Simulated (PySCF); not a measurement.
Si(H)3(Me) cation (CH6Si), SMILES C[SiH3] (connectivity only; charge and spin as stated), charge +1, multiplicity 2.

The structure is a stationary point at PBE-D3(BJ)/def2-TZVP. The multiplicity is an assumed one; other spin states were not compared. The isomer is the one that the SMILES or the coordinates give; other isomers of the formula were not compared.

All values below come from PBE-D3(BJ)/def2-TZVP run with PySCF 2.14.0.

Frequencies are harmonic and unscaled.

Modes within 1.5 cm⁻¹ of each other (mostly degenerate sets) share a row, with their intensities summed.

```tsv
mode	ν (cm⁻¹)	IR (km/mol)	moving atoms (share of kinetic energy)
1	158	0.0	H 100 %
2–3	180	0.0	H 89 %
4	314	5.5	C 55 %, Si 32 %, H 12 %
5–6	410	0.2	H 100 %
7	792	114.2	H 92 %
8–9	894	98.1	H 95 %
10	1076	7.3	H 83 %, C 17 %
11–12	1345	18.4	H 91 %, C 9 %
13	2182	1.6	H 100 %
14–15	2240	0.3	H 95 %
16	2976	31.2	H 100 %
17–18	3145	39.6	H 89 %, C 11 %
```
